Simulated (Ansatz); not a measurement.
**H₂SO: geometry and frequencies at several levels**

Aim: geometry and frequencies at several levels, for H₂SO, with the cost of each level.

Method: the levels named in each step, in Ansatz 0.2.0.

## (1) The structure to begin with

Bond lengths: O1–S2 1.660 Å, O1–H3 0.964 Å, S2–H4 1.347 Å. Angles: O1–S2–H4 97.1°, S2–O1–H3 109.6°.

Structure file:

```xyz
4

O    -0.9659   -0.2495    0.4479
S     0.4903    0.1716   -0.2288
H    -1.5004   -0.7210   -0.2014
H     1.2343   -0.7783    0.3699
```

## (2) A rough first relaxation, PBE-D4/def2-SVP

Contents of input.yaml:

```yaml
crystal:
  periodic: [false, false, false]
  atoms:
    - { symbol: O, position_ang: [-0.96592, -0.24948, 0.44793] }
    - { symbol: S, position_ang: [0.49033, 0.17161, -0.2288] }
    - { symbol: H, position_ang: [-1.50042, -0.72104, -0.20141] }
    - { symbol: H, position_ang: [1.2343, -0.77834, 0.36988] }
basis:
  gaussian: { orbitals: def2-SVP }
hamiltonian:
  xc: pbe
  dispersion: d4
relax:
  f_tol: 0.03
  max_steps: 200
```

Run with:

```bash
> ansatz run input.yaml --threads 2 --pin off --max-ram 5120MiB --backend cpu --events-out ev --progress --plain --runs-dir out
```

What it wrote, shortened:

```text
Warning: RAYON_NUM_THREADS=2 ignored (pool sized by the plan → 2); use --threads N
[...]
Functional definition: PBE
[...]
464 factors; their error is unknown
[...]
mean field -12901.94805045 eV, -474.1378455997 hartree, gradient 1.8e-5 eV, S^2 0.000000; 0 other end points of the search recorded, 0 dependent functions left out
[...]
reference -12901.94806873 eV, -474.1378462714 hartree; 13, 13 occupied and 29, 29 virtual orbitals, 464 factors
relax step   1: F+E_penalty+E_count = -12901.98480460 eV  Δ(F+E_penalty+E_count) = +0.000e0 eV  max|allowed force component| = 1.003e0 eV/Å  Δτ_max = 0.0000 Å  (23 SCF iters, accepted)
[...]
relax step   4: F+E_penalty+E_count = -12902.03555943 eV  Δ(F+E_penalty+E_count) = -1.397e-3 eV  max|allowed force component| = 4.976e-2 eV/Å  Δτ_max = 0.0102 Å  (23 SCF iters, accepted)
[...]
relax step   5: F+E_penalty+E_count = -12902.03570917 eV  Δ(F+E_penalty+E_count) = -1.497e-4 eV  max|allowed force component| = 9.445e-3 eV/Å  Δτ_max = 0.0038 Å  (24 SCF iters, accepted)
464 factors; their error is unknown
mean field -12901.99895817 eV, -474.1397164239 hartree, gradient 3.7e-5 eV, S^2 0.000000; 1 other end points of the search recorded, 0 dependent functions left out
[...]
reference -12901.99897627 eV, -474.1397170889 hartree; 13, 13 occupied and 29, 29 virtual orbitals, 464 factors
Total energy: -12902.03572727 eV, -474.1410676632 hartree
Atom 0 at    -1.019144    -0.188866     0.456560 Å, force     0.007835    -0.006689    -0.009445 eV/Å
Atom 1 at     0.494029     0.193577    -0.216065 Å, force    -0.005583     0.001768     0.000932 eV/Å
Atom 2 at    -1.456552    -0.766741    -0.200613 Å, force    -0.000072     0.005385     0.006157 eV/Å
Atom 3 at     1.239957    -0.815220     0.347719 Å, force    -0.002181    -0.000463     0.002356 eV/Å
Dipole moment:     0.036644    -0.319201    -0.184493 e Å
```

Wall time 0.92 s (2 threads of AMD EPYC 9R45 (Zen 5), shared host); peak memory 0.12 GiB.

Relaxation path:

| step | energy from step 1 (eV) | largest force component (eV/Å) |
| --- | --- | --- |
| 1 | 0.0000 | 1.0025 |
| 2 | -0.0398 | 0.6724 |
| 3 | -0.0494 | 0.1244 |
| 4 | -0.0508 | 0.0498 |
| 5 | -0.0509 | 0.0094 |

Step 1 is the start.

Before: Bond lengths: O1–S2 1.660 Å, O1–H3 0.964 Å, S2–H4 1.347 Å. Angles: O1–S2–H4 97.1°, S2–O1–H3 109.6°.

After: Bond lengths: O1–S2 1.700 Å, O1–H3 0.978 Å, S2–H4 1.375 Å. Angles: O1–S2–H4 99.0°, S2–O1–H3 105.4°.

## (3) Relaxation, PBE0-D4/def2-TZVPP

Contents of input.yaml:

```yaml
crystal:
  periodic: [false, false, false]
  atoms:
    - { symbol: O, position_ang: [-1.01914369, -0.18886607, 0.45655966] }
    - { symbol: S, position_ang: [0.4940288, 0.19357678, -0.21606549] }
    - { symbol: H, position_ang: [-1.45655236, -0.76674093, -0.20061339] }
    - { symbol: H, position_ang: [1.23995726, -0.81521978, 0.34771923] }
basis:
  gaussian: { orbitals: def2-TZVPP }
hamiltonian:
  xc: pbe0
  dispersion: d4
relax:
  f_tol: 0.002
  max_steps: 150
```

Run with:

```bash
> ansatz run input.yaml --threads 2 --pin off --max-ram 5120MiB --backend cpu --events-out ev --progress --plain --runs-dir out
```

What it wrote:

```text
Warning: RAYON_NUM_THREADS=2 ignored (pool sized by the plan → 2); use --threads N
The last accepted step is kept in <dir> (removed where the run ends without a failure and the disk answers)
Engine: ansatz 0.2.0, x86_64-unknown-linux-gnu
Functional definition: PBE0
  parameter a = 0.25
  parameter kappa = 0.804
  parameter beta = 0.06672455060314922
  exchange = (1 - a)*pbe_x(kappa = kappa, mu = beta*pi^2/3) + a*exact_x
  correlation = pbe_c(beta = beta)
584 factors; their error is unknown
mean field evaluation 1: about -12906.6461 eV, gradient 4.2e1 eV
mean field evaluation 2: about -12899.7187 eV, gradient 7.4e1 eV
mean field evaluation 4: about -12909.4280 eV, gradient 1.6e0 eV
mean field evaluation 8: about -12909.4470 eV, gradient 1.6e-2 eV
mean field -12909.44700818 eV, -474.4134272131 hartree, gradient 4.8e-5 eV, S^2 0.000000; 0 other end points of the search recorded, 0 dependent functions left out
the calculation of the forces begins
reference -12909.44702741 eV, -474.4134279200 hartree; 13, 13 occupied and 88, 88 virtual orbitals, 584 factors
relax step   1: F+E_penalty+E_count = -12909.47699125 eV  Δ(F+E_penalty+E_count) = +0.000e0 eV  max|allowed force component| = 9.867e-1 eV/Å  Δτ_max = 0.0000 Å  (23 SCF iters, accepted)
these checks for a lower state are left out or cut short: starts, cluster_reference, orbital_swaps, neighbouring_geometries, increment
584 factors; their error is unknown
mean field evaluation 16: about -12909.4611 eV, gradient 7.0e-3 eV
mean field -12909.47509307 eV, -474.4144593139 hartree, gradient 7.9e-6 eV, S^2 0.000000; 0 other end points of the search recorded, 0 dependent functions left out
the calculation of the forces begins
reference -12909.47511214 eV, -474.4144600146 hartree; 13, 13 occupied and 88, 88 virtual orbitals, 584 factors
relax step   2: F+E_penalty+E_count = -12909.50509360 eV  Δ(F+E_penalty+E_count) = -2.810e-2 eV  max|allowed force component| = 4.699e-1 eV/Å  Δτ_max = 0.0295 Å  (29 SCF iters, accepted)
these checks for a lower state are left out or cut short: starts, cluster_reference, orbital_swaps, neighbouring_geometries, increment
584 factors; their error is unknown
mean field -12909.48544186 eV, -474.4148396250 hartree, gradient 6.2e-6 eV, S^2 0.000000; 0 other end points of the search recorded, 0 dependent functions left out
the calculation of the forces begins
reference -12909.48546083 eV, -474.4148403218 hartree; 13, 13 occupied and 88, 88 virtual orbitals, 584 factors
relax step   3: F+E_penalty+E_count = -12909.51545699 eV  Δ(F+E_penalty+E_count) = -1.036e-2 eV  max|allowed force component| = 9.398e-2 eV/Å  Δτ_max = 0.0147 Å  (28 SCF iters, accepted)
these checks for a lower state are left out or cut short: starts, cluster_reference, orbital_swaps, neighbouring_geometries, increment
584 factors; their error is unknown
mean field evaluation 32: about -12909.4854 eV, gradient 2.6e-5 eV
mean field -12909.48537234 eV, -474.4148370701 hartree, gradient 1.3e-5 eV, S^2 0.000000; 0 other end points of the search recorded, 0 dependent functions left out
the calculation of the forces begins
reference -12909.48539135 eV, -474.4148377687 hartree; 13, 13 occupied and 88, 88 virtual orbitals, 584 factors
relax step   4: F+E_penalty+E_count = -12909.51539510 eV  Δ(F+E_penalty+E_count) = +6.189e-5 eV  max|allowed force component| = 1.465e-1 eV/Å  Δτ_max = 0.0147 Å  (30 SCF iters, rejected (line search))
these checks for a lower state are left out or cut short: starts, cluster_reference, orbital_swaps, neighbouring_geometries, increment
584 factors; their error is unknown
mean field -12909.48632837 eV, -474.4148722035 hartree, gradient 1.1e-5 eV, S^2 0.000000; 0 other end points of the search recorded, 0 dependent functions left out
the calculation of the forces begins
reference -12909.48634738 eV, -474.4148729021 hartree; 13, 13 occupied and 88, 88 virtual orbitals, 584 factors
relax step   5: F+E_penalty+E_count = -12909.51635242 eV  Δ(F+E_penalty+E_count) = -8.954e-4 eV  max|allowed force component| = 1.473e-2 eV/Å  Δτ_max = 0.0070 Å  (29 SCF iters, accepted)
these checks for a lower state are left out or cut short: starts, cluster_reference, orbital_swaps, neighbouring_geometries, increment
584 factors; their error is unknown
mean field -12909.48633420 eV, -474.4148724176 hartree, gradient 1.1e-5 eV, S^2 0.000000; 0 other end points of the search recorded, 0 dependent functions left out
the calculation of the forces begins
reference -12909.48635321 eV, -474.4148731163 hartree; 13, 13 occupied and 88, 88 virtual orbitals, 584 factors
relax step   6: F+E_penalty+E_count = -12909.51635967 eV  Δ(F+E_penalty+E_count) = -7.245e-6 eV  max|allowed force component| = 1.415e-2 eV/Å  Δτ_max = 0.0040 Å  (29 SCF iters, accepted)
these checks for a lower state are left out or cut short: starts, cluster_reference, orbital_swaps, neighbouring_geometries, increment
584 factors; their error is unknown
mean field -12909.48635584 eV, -474.4148732130 hartree, gradient 1.1e-5 eV, S^2 0.000000; 0 other end points of the search recorded, 0 dependent functions left out
the calculation of the forces begins
reference -12909.48637485 eV, -474.4148739117 hartree; 13, 13 occupied and 88, 88 virtual orbitals, 584 factors
relax step   7: F+E_penalty+E_count = -12909.51638090 eV  Δ(F+E_penalty+E_count) = -2.123e-5 eV  max|allowed force component| = 5.446e-4 eV/Å  Δτ_max = 0.0017 Å  (31 SCF iters, accepted)
584 factors; their error is unknown
mean field evaluation 64: about -12909.4721 eV, gradient 1.9e-1 eV
mean field -12909.48635584 eV, -474.4148732130 hartree, gradient 7.1e-5 eV, S^2 0.000000; 1 other end points of the search recorded, 0 dependent functions left out
the calculation of the forces begins
reference -12909.48637485 eV, -474.4148739117 hartree; 13, 13 occupied and 88, 88 virtual orbitals, 584 factors
Total energy: -12909.51639991 eV, -474.4159773122 hartree
Atom 0 at    -0.994326    -0.190867     0.437778 Å, force     0.000229     0.000141     0.000013 eV/Å
Atom 1 at     0.485098     0.190494    -0.203524 Å, force    -0.000058    -0.000545     0.000307 eV/Å
Atom 2 at    -1.440602    -0.766968    -0.187937 Å, force    -0.000045     0.000001    -0.000124 eV/Å
Atom 3 at     1.208120    -0.809909     0.341283 Å, force    -0.000125     0.000403    -0.000196 eV/Å
Dipole moment:    -0.005133    -0.314512    -0.163185 e Å
```

Run time: 2.5 s. Hardware: 2 threads of AMD EPYC 9R45 (Zen 5), shared host; peak memory 0.16 GiB.

Step by step:

```csv
step,E - E(step 1) (eV),largest force component (eV/Å)
1,0.0000,0.9867
2,-0.0281,0.4699
3,-0.0385,0.0940
4,-0.0384,0.1465
5,-0.0394,0.0147
6,-0.0394,0.0142
7,-0.0394,0.0005
```

Step 1 is the start. Step 4 was tried and not accepted.

Before: Bond lengths: O1–S2 1.700 Å, O1–H3 0.978 Å, S2–H4 1.375 Å. Angles: O1–S2–H4 99.0°, S2–O1–H3 105.4°.

After: Bond lengths: O1–S2 1.657 Å, O1–H3 0.961 Å, S2–H4 1.349 Å. Angles: O1–S2–H4 98.7°, S2–O1–H3 107.5°.

## (4) Relaxation, CCSD(T)/cc-pV(T+d)Z

Contents of input.yaml:

```yaml
crystal:
  periodic: [false, false, false]
  atoms:
    - { symbol: O, position_ang: [-0.99432592, -0.19086685, 0.43777842] }
    - { symbol: S, position_ang: [0.48509788, 0.1904942, -0.20352432] }
    - { symbol: H, position_ang: [-1.44060223, -0.76696828, -0.18793715] }
    - { symbol: H, position_ang: [1.20812028, -0.80990907, 0.34128306] }
basis:
  gaussian: { orbitals: "cc-pV(T+d)Z.json" }
correlation:
  method: ccsd_t
relax:
  f_tol: 0.002
  max_steps: 40
```

Run with:

```bash
> ansatz run input.yaml --threads 2 --pin off --max-ram 5120MiB --backend cpu --events-out ev --progress --plain --runs-dir out
```

What it wrote, shortened:

```text
Warning: RAYON_NUM_THREADS=2 ignored (pool sized by the plan → 2); use --threads N
[...]
Functional definition: HF
[...]
660 factors; integrals over basis functions are off by at most 2.3e-4 eV
[...]
mean field -12886.63746952 eV, -473.5751921282 hartree, gradient 2.1e-6 eV, S^2 0.000000; 0 other end points of the search recorded, 0 dependent functions left out
6 core orbitals not correlated: weight in the atoms' cores, before any rotation towards them, 1.000 or more for the frozen orbitals, at most 0.000 for the correlated occupied ones
reference -12886.63746952 eV, -473.5751921282 hartree; 7, 7 occupied and 84, 84 virtual orbitals, 660 factors
second order -11.52018666 eV of doubles, -0.00000000 eV of singles
cycle   1  -11.75585669 eV  change   -2.4e-1 eV  update   7.2e-2
[...]
perturbative correction -0.46841386 eV, -0.0172138920 hartree
[...]
6 core orbitals not correlated: weight in the atoms' cores, before any rotation towards them, 1.000 or more for the frozen orbitals, at most 0.000 for the correlated occupied ones
reference -12886.62051617 eV, -473.5745691040 hartree; 7, 7 occupied and 84, 84 virtual orbitals, 660 factors
second order -11.53990715 eV of doubles, -0.00000000 eV of singles
[...]
cycle  12  -12.13364068 eV  change    1.7e-6 eV  update   2.0e-6
perturbative correction -0.47206857 eV, -0.0173482000 hartree
[...]
Total energy: -12899.22622542 eV, -474.0378203746 hartree
Atom 0 at    -1.002617    -0.189020     0.445094 Å, force    -0.000022     0.000068    -0.000011 eV/Å
Atom 1 at     0.489958     0.189336    -0.206543 Å, force     0.000002    -0.000147     0.000103 eV/Å
Atom 2 at    -1.434230    -0.768178    -0.190647 Å, force     0.000019    -0.000014    -0.000013 eV/Å
Atom 3 at     1.205178    -0.809387     0.339696 Å, force     0.000002     0.000092    -0.000080 eV/Å
Dipole moment:     0.014253    -0.300119    -0.168811 e Å
```

Run time: 29 s. Hardware: 2 threads of AMD EPYC 9R45 (Zen 5), shared host; peak memory 0.49 GiB.

Step by step:

| step | E - E(step 1) (eV) | largest force component (eV/Å) |
| --- | --- | --- |
| 1 | 0.0000 | 0.3472 |
| 2 | -0.0019 | 0.2187 |
| 3 | -0.0035 | 0.0182 |
| 4 | -0.0035 | 0.0044 |
| 5 | -0.0035 | 0.0020 |
| 6 | -0.0035 | 0.0001 |

Step 1 is the start.

Before: Bond lengths: O1–S2 1.657 Å, O1–H3 0.961 Å, S2–H4 1.349 Å. Angles: O1–S2–H4 98.7°, S2–O1–H3 107.5°.

After: Bond lengths: O1–S2 1.672 Å, O1–H3 0.962 Å, S2–H4 1.344 Å. Angles: O1–S2–H4 98.5°, S2–O1–H3 106.2°.

## (5) Frequencies, CCSD(T)/cc-pV(T+d)Z

Contents of input.yaml:

```yaml
crystal:
  periodic: [false, false, false]
  atoms:
    - { symbol: O, position_ang: [-1.0026165, -0.18902027, 0.44509365] }
    - { symbol: S, position_ang: [0.48995849, 0.18933569, -0.20654294] }
    - { symbol: H, position_ang: [-1.4342304, -0.76817813, -0.19064669] }
    - { symbol: H, position_ang: [1.20517842, -0.8093873, 0.33969599] }
basis:
  gaussian: { orbitals: "cc-pV(T+d)Z.json" }
correlation:
  method: ccsd_t
phonons: {}
```

Run with:

```bash
> ansatz run input.yaml --threads 2 --pin off --max-ram 5120MiB --backend cpu --events-out ev --progress --plain --runs-dir out
```

What it wrote, shortened:

```text
Warning: RAYON_NUM_THREADS=2 ignored (pool sized by the plan → 2); use --threads N
[...]
[... 1 set-up line as earlier in the session ...]
[...]
658 factors; integrals over basis functions are off by at most 2.3e-4 eV
[...]
mean field -12886.62051615 eV, -473.5745691035 hartree, gradient 1.9e-6 eV, S^2 0.000000; 0 other end points of the search recorded, 0 dependent functions left out
6 core orbitals not correlated: weight in the atoms' cores, before any rotation towards them, 1.000 or more for the frozen orbitals, at most 0.000 for the correlated occupied ones
reference -12886.62051615 eV, -473.5745691035 hartree; 7, 7 occupied and 84, 84 virtual orbitals, 658 factors
second order -11.53990714 eV of doubles, -0.00000000 eV of singles
cycle   1  -11.76895123 eV  change   -2.3e-1 eV  update   7.3e-2
[...]
perturbative correction -0.47206858 eV, -0.0173482002 hartree
[...]
658 factors; integrals over basis functions are off by at most 2.3e-4 eV
[...]
6 core orbitals not correlated: weight in the atoms' cores, before any rotation towards them, 1.000 or more for the frozen orbitals, at most 0.000 for the correlated occupied ones
reference -12886.62090917 eV, -473.5745835465 hartree; 7, 7 occupied and 84, 84 virtual orbitals, 658 factors
second order -11.53965436 eV of doubles, -0.00000000 eV of singles
[...]
cycle  12  -12.13329680 eV  change    1.9e-6 eV  update   2.0e-6
perturbative correction -0.47200305 eV, -0.0173457921 hartree
[...]
Total energy: -12899.22622550 eV, -474.0378203776 hartree
Atom 0 at    -1.002617    -0.189020     0.445094 Å, force    -0.000022     0.000068    -0.000012 eV/Å
Atom 1 at     0.489958     0.189336    -0.206543 Å, force     0.000001    -0.000147     0.000104 eV/Å
Atom 2 at    -1.434230    -0.768178    -0.190647 Å, force     0.000019    -0.000014    -0.000013 eV/Å
Atom 3 at     1.205178    -0.809387     0.339696 Å, force     0.000002     0.000092    -0.000080 eV/Å
Dipole moment:     0.014253    -0.300119    -0.168811 e Å
Vibrations: 490.20 776.76 1029.22 1227.42 2648.15 3828.98 cm⁻¹, zero-point energy 0.619966 eV
```

It took 1.7 min on 2 threads of AMD EPYC 9R45 (Zen 5), shared host; peak memory 0.48 GiB.

Harmonic frequencies (cm⁻¹; negative: imaginary): 490, 777, 1029, 1227, 2648, 3829.

## (6) Relaxation, CCSD(T)/cc-pwCVTZ, all electrons

input.yaml, as its differences from that of step 5:

```diff
@@ -8,5 +8,8 @@
 basis:
-  gaussian: { orbitals: "cc-pV(T+d)Z.json" }
+  gaussian: { orbitals: cc-pwCVTZ.json }
 correlation:
   method: ccsd_t
-phonons: {}
+  frozen_orbitals: { H: 0, O: 0, S: 0 }
+relax:
+  f_tol: 0.002
+  max_steps: 40
```

Run with:

```bash
> ansatz run input.yaml --threads 2 --pin off --max-ram 5120MiB --backend cpu --events-out ev --progress --plain --runs-dir out
```

What it wrote, shortened:

```text
Warning: RAYON_NUM_THREADS=2 ignored (pool sized by the plan → 2); use --threads N
[...]
[... 1 set-up line as earlier in the session ...]
[...]
847 factors; integrals over basis functions are off by at most 2.6e-4 eV
[...]
mean field -12886.64430126 eV, -473.5754431900 hartree, gradient 1.0e-6 eV, S^2 0.000000; 0 other end points of the search recorded, 0 dependent functions left out
reference -12886.64430126 eV, -473.5754431900 hartree; 13, 13 occupied and 117, 117 virtual orbitals, 847 factors
second order -21.19591208 eV of doubles, -0.00000000 eV of singles
cycle   1  -21.32063540 eV  change   -1.2e-1 eV  update   7.4e-2
[...]
perturbative correction -0.57377190 eV, -0.0210857285 hartree
[...]
relax step   1: F+E_penalty+E_count = -12908.94066369 eV  Δ(F+E_penalty+E_count) = +0.000e0 eV  max|allowed force component| = 1.096e-1 eV/Å  Δτ_max = 0.0000 Å  (52 SCF iters, accepted)
[...]
847 factors; integrals over basis functions are off by at most 2.6e-4 eV
[...]
mean field -12886.65462081 eV, -473.5758224265 hartree, gradient 1.3e-6 eV, S^2 0.000000; 1 other end points of the search recorded, 0 dependent functions left out
reference -12886.65462081 eV, -473.5758224265 hartree; 13, 13 occupied and 117, 117 virtual orbitals, 847 factors
second order -21.18749167 eV of doubles, -0.00000000 eV of singles
[...]
cycle  12  -21.71499657 eV  change    2.3e-6 eV  update   2.1e-6
perturbative correction -0.57172116 eV, -0.0210103651 hartree
[...]
Total energy: -12908.94133854 eV, -474.3948441967 hartree
Atom 0 at    -0.999173    -0.189491     0.443353 Å, force     0.000024     0.000054    -0.000007 eV/Å
Atom 1 at     0.487861     0.187760    -0.205096 Å, force    -0.000077     0.000092    -0.000014 eV/Å
Atom 2 at    -1.433029    -0.767392    -0.189913 Å, force     0.000445    -0.000054     0.000083 eV/Å
Atom 3 at     1.202631    -0.808127     0.339257 Å, force    -0.000391    -0.000092    -0.000062 eV/Å
Dipole moment:     0.010244    -0.299898    -0.167261 e Å
```

Wall time 5.1 min (2 threads of AMD EPYC 9R45 (Zen 5), shared host); peak memory 1.4 GiB.

Step by step:

```csv
step,energy from step 1 (eV),largest force component (eV/Å)
1,0.0000,0.1096
2,-0.0004,0.0802
3,-0.0007,0.0125
4,-0.0007,0.0156
5,-0.0007,0.0004
```

Step 1 is the start. Step 4 was tried and not accepted.

Before: Bond lengths: O1–S2 1.672 Å, O1–H3 0.962 Å, S2–H4 1.344 Å. Angles: O1–S2–H4 98.5°, S2–O1–H3 106.2°.

After: Bond lengths: O1–S2 1.666 Å, O1–H3 0.961 Å, S2–H4 1.341 Å. Angles: O1–S2–H4 98.6°, S2–O1–H3 106.4°.

## (7) The levels compared

```csv
level,O1–S2 (Å),rotational constants (MHz),dipole (D),highest frequency (cm⁻¹),CPU time
PBE0-D4/def2-TZVPP,1.6569,"202460, 15473, 15039",1.70,-,4.7 s
CCSD(T)/cc-pV(T+d)Z,1.6720,"202040, 15231, 14820",1.66,3829,56 s
"CCSD(T)/cc-pwCVTZ, all electrons",1.6656,"203100, 15341, 14927",1.65,-,10 min
```

Constants are for the commonest isotopes at the equilibrium geometry; times are CPU times of the relaxations.

## (8) Summary of results

| quantity | value |
| --- | --- |
| O1–S2 at CCSD(T)/cc-pwCVTZ, all electrons | 1.666 Å |
| frequencies at CCSD(T)/cc-pV(T+d)Z | 490 to 3829 cm⁻¹ |

What this shows: The O–S distance spreads over 0.015 Å, from PBE0-D4/def2-TZVPP (shortest) to CCSD(T)/cc-pV(T+d)Z. No mode is imaginary, so the geometry is a minimum.
